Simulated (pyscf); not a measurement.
**Four-centre exchange: H₃Si–NH–SiH₃ + ammonia (NH₃) → silylamine (H₂N–SiH₃) + silylamine (H₂N–SiH₃)**

Gas phase, singlet surface, charge 0. Bonds broken: Si1–N2, N11–H12. Bonds formed: Si1–N11, N2–H12. Structures and frequencies: ωB97X-D3(BJ)/def2-SVP in PySCF.

Transition state (Å):

```xyz
14

Si    -1.1093     0.9414     1.0703
N      0.2136    -0.3524     0.3736
Si     0.0009    -0.8303    -1.3224
H     -2.1557    -0.1809     1.1004
H     -1.2304     1.3205     2.5236
H     -1.7515     1.7918     0.0122
H      0.3207    -1.1460     1.0091
H      1.0383    -1.8317    -1.6993
H      0.1685     0.4107    -2.1254
H     -1.3515    -1.4100    -1.5414
N      0.6137     1.9281     0.9545
H      0.9043     0.5959     0.5859
H      0.9356     2.3515     1.8246
H      0.6662     2.6440     0.2289
```

One imaginary mode, 1078i cm⁻¹; descent along it reached the two sides named, in the forms told below.

| bond | change | reactant side (Å) | saddle | product side |
|---|---|---|---|---|
| Si1–N2 | breaks | 1.741 | 1.977 | 3.2 |
| N11–H12 | breaks | 1.020 | 1.412 | 3.4 |
| Si1–N11 | forms | 2.9 | 1.989 | 1.733 |
| N2–H12 | forms | 3.5 | 1.192 | 1.017 |

Electronic energies relative to the separated reactants (kcal/mol):

| level | barrier | reaction energy | reverse barrier |
|---|---|---|---|
| ωB97X-D3(BJ)/def2-TZVP | 33.7 | +3.8 | 29.9 |
| PBE/def2-TZVP | 29.3 | +2.0 | 27.3 |
| r²SCAN/def2-TZVP | 31.3 | +2.4 | 28.9 |
| B3LYP-D3(BJ)/def2-TZVP | 34.0 | +2.9 | 31.0 |
| PBE0-D3(BJ)/def2-TZVP | 30.5 | +2.8 | 27.7 |
| M06-2X/def2-TZVP | 34.0 | +2.8 | 31.2 |
| ωB97M-D3(BJ)/def2-TZVP | 34.0 | +2.6 | 31.4 |
| HF/def2-TZVP | 54.7 | +1.8 | 52.9 |

With ωB97M-D3(BJ)/def2-TZVP energies and thermal terms (ideal gas, 1 atm, RRHO with modes under 100 cm⁻¹ raised to 100, one conformer, R ln 2 for chiral ones without a mode under 150 cm⁻¹), in kcal/mol:

| T (K) | ΔH‡ | ΔG‡ | ΔH | ΔG |
|---|---|---|---|---|
| 298 | 32.4 | 43.8 | +2.0 | +0.8 |
| 600 | 32.6 | 55.2 | +2.2 | -0.5 |
| 900 | 33.3 | 66.4 | +2.4 | -1.9 |
| 1200 | 34.2 | 77.3 | +2.5 | -3.3 |

On the reactant side the descent ends in a complex (not fully relaxed), 6.0 kcal/mol under the separated species and 39.7 kcal/mol under the saddle at ωB97X-D3(BJ)/def2-TZVP. On the product side the descent ends in a complex (not fully relaxed), 4.4 kcal/mol under the separated species and 34.3 kcal/mol under the saddle at ωB97X-D3(BJ)/def2-TZVP. One saddle was located; it need not be the lowest between these sides.
